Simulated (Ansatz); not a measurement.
We consider rock-salt TiC, described by LC-ωPBE in Ansatz (plane waves, PAW).

Run with plane-wave cutoff 460 eV, 12×12×12 k mesh, Fermi–Dirac smearing 0.05 eV, no spin polarisation, scalar-relativistic PAW data made under PBE.

Computed at the level's own relaxed cell.

Question: Estimate the equilibrium volume per atom, bulk modulus B0, lattice parameter a and pressure derivative B′ of the bulk modulus that the calculation returns.

Answer: 
* **equilibrium volume per atom**: 9.80 Å³/atom
* **bulk modulus B0**: 302 GPa
* **lattice parameter a**: 4.280 Å
* **pressure derivative B′ of the bulk modulus**: 3.8

Measured, for comparison: equilibrium volume per atom 10.15 Å³/atom, lattice constant a 4.33 Å (temperature not stated, not corrected to a static lattice; as tabulated in Zhang et al. (2018), doi:10.1088/1367-2630/aac7f0); bulk modulus 240 GPa (temperature not stated, not corrected to a static lattice, our sources range from 235 to 268; as tabulated in Krasnenko and Brik (2013), arXiv:1306.3139). Computed (rounded) less measured: equilibrium volume per atom -3.4 %, bulk modulus not scored (sources differ), lattice constant a -1.2 %. A static lattice is as a rule a little smaller and stiffer than an uncorrected measurement, which narrows the difference in the lattice constant a and would widen misses of the other sign.

Ansatz is an electronic-structure program.
